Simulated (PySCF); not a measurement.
## Bond length, frequency and bond energy of SiH by level of theory

State: ²Π (doublet), unpaired electrons π ↑. Set-up: PySCF, no relativity, basis sets Si def2-SVPD, H def2-SVPD. De refers to Si + H in their high-spin ground configurations, without counterpoise correction. The functionals are run spin-unrestricted. A positive dipole means Si(−)H(+).

| Level | Re (Å) | ωe (cm⁻¹) | De (eV) | μ (D) |
| --- | --- | --- | --- | --- |
| UHF | 1.521 | 2137 | 2.24 | 0.27 |
| UHF-MP2 | 1.524 | 2102 | 2.80 | n/a |
| UHF-SCS-MP2 | 1.526 | 2090 | 2.91 | n/a |
| UHF-CCSD | 1.530 | 2051 | 2.95 | n/a |
| UHF-CCSD(T) | 1.532 | 2040 | 2.97 | n/a |
| PBE | 1.553 | 1951 | 3.10 | 0.07 |
| PW91 | 1.550 | 1958 | 3.13 | 0.07 |
| r²SCAN | 1.538 | 2017 | 3.10 | 0.18 |
| r²SCANh | 1.535 | 2036 | 3.08 | 0.19 |
| PBE0 | 1.539 | 2027 | 3.07 | 0.15 |
| B97-3 | 1.536 | 2033 | 3.18 | 0.16 |
| ωB97X | 1.532 | 2067 | 3.19 | 0.23 |

Question: Which functional lies closest to UHF-CCSD(T) in De, which farthest, and by how much do they differ from it?

Answer: Closest is PBE0 (+0.7 pm in Re, -0.6 % in ωe, +0.10 eV in De against UHF-CCSD(T) in the same basis), farthest ωB97X (+0.0 pm in Re, +1.3 % in ωe, +0.22 eV in De). CCSD(T) converges more slowly with the basis than the functionals do and binds too weakly in this one, so the order can change at the basis-set limit.

Question: What does a quarter of exact exchange do here, going from PBE to PBE0?

Answer: PBE0 less PBE: -1.4 pm in Re, +3.9 % in ωe, -0.03 eV in De. Exact exchange removes part of the self-interaction that spreads semilocal densities, and in most molecules shortens and stiffens the bond and lowers De; so it does here.

Question: What does the step from GGA to meta-GGA do here, going from PBE to r²SCAN?

Answer: r²SCAN less PBE: -1.5 pm in Re, +3.4 % in ωe, +0.00 eV in De. 

Correlated steps freeze 5 core orbitals. Correlated levels converge slowly with the basis: in double zeta they bind strong bonds too weakly, by up to about 1 eV, and carry superposition errors of some tenths. The state is the lowest determinant that a PBE0 search found; another state may lie lower at other levels.

The whole job (state search and all levels along the bond) took about 0.71 min on 1 thread of Intel Xeon Platinum 8375C @ 2.90GHz (shared host), peak memory 0.37 GiB.
